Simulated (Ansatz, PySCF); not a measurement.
This Ansatz (a program for electronic structure) input computes a CCSD(T)/cc-pVDZ energy:

Ansatz 0.2 input:
```yaml
crystal:
  periodic: [false, false, false]
  atoms:
    - {symbol: C, position_ang: [0.76197714, 0.16421155, 0.12929809]}
    - {symbol: C, position_ang: [-0.50086338, -0.15732525, -0.14166660]}
    - {symbol: H, position_ang: [-1.56668253, -0.04131782, 0.07421100]}
basis:
  gaussian:
    orbitals: cc-pVDZ
total_charge: 1
magnetization: {spin_polarized: false}
correlation: {method: ccsd_t, electrons: outside_noble_gas}
```

Write an input for the same energy in PySCF and say what it gives.


```python
from pyscf import gto, scf, mp, cc as ccmod

mol = gto.M(
    atom='''
    C     0.76197714    0.16421155    0.12929809
    C    -0.50086338   -0.15732525   -0.14166660
    H    -1.56668253   -0.04131782    0.07421100
    ''',
    basis='cc-pvdz',
    charge=1,
    spin=0,
    verbose=4,
)

mf = scf.RHF(mol)
mf.conv_tol = 1e-10
mf.max_cycle = 100
mf.kernel()
mp2 = mp.MP2(mf, frozen=2).run()
cc = ccmod.CCSD(mf, frozen=2)
cc.max_cycle = 100
cc.kernel()
et = cc.ccsd_t()
print(f'E(CCSD(T)) = {cc.e_tot + et:.9f}')
```
It gives -75.95939 Eh, and Ansatz -75.95939 Eh, a difference of 0.00 mEh.
